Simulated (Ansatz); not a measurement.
Consider the substitution at a C–O bond: `O=C=C(O)O` + H–F → `O=C=C(O)F` + H₂O.

Gas-phase electronic energies from Ansatz, PBE0-D4/def2-TZVP geometries. CCSD(T)/CBS is the MP2 limit (def2-TZVPP, def2-QZVPP) plus CCSD(T) − MP2 in def2-TZVPP, frozen cores. This one scheme is used for every species. Functionals use def2-TZVPP. B3LYP here is the variant with VWN-RPA as its local correlation; programs differ in this. HSE06 is defined as in plane-wave codes. One conformer a species, not always the lowest.

```tsv
level	ΔE (kJ/mol)	difference from CCSD(T)/CBS
PBE-D4	22.0	-4.2
B97M-V	17.8	-8.4
B3LYP-D4	21.3	-4.9
r2SCANh-D4	21.7	-4.5
PBE-QIDH	27.3	1.1
revPBE	19.0	-7.2
r2SCAN	20.0	-6.2
r2SCANh	21.3	-4.9
HSE06	23.3	-2.9
RPA@PBE/def2-TZVPP	22.6	-3.6
MP2/def2-SVP	30.0	3.8
CCSD/def2-SVP	26.6	0.4
CCSD(T)/def2-SVP	26.7	0.5
SCS-MP2/def2-TZVPP	26.4	0.2
CCSD(T)/def2-TZVPP	26.1	-0.1
HF/def2-QZVPP	20.6	-5.6
CCSD(T)/CBS	26.2	0
```

Question: What do rigid-rotor, harmonic-oscillator terms from PBE0-D4/def2-TZVP frequencies (298.15 K, 1 bar) make of the CCSD(T)/CBS value? (Estimate.)

Answer: Computed: ΔZPE = -0.8 kJ/mol, ΔH = +25.8 kJ/mol, ΔS = 17 J/(mol·K), ΔG = +20.9 kJ/mol.

Largest T1 diagnostic among the species: 0.016.

From BLYP to BHLYP (50 % exact exchange), in def2-TZVPP and without D4, ΔE moves by +5.1 kJ/mol. Leaving LDA and LC-ωPBE aside and taking each functional with its dispersion term where it has one, the values spread over 9.5 kJ/mol, from B97M-V to PBE-QIDH. LDA lies +4.3 kJ/mol from PBE without D4. In def2-TZVPP, CCSD(T) changes the Hartree–Fock value by +4.7 kJ/mol (the triples alone add +0.6 kJ/mol) and MP2 by +8.7 kJ/mol.
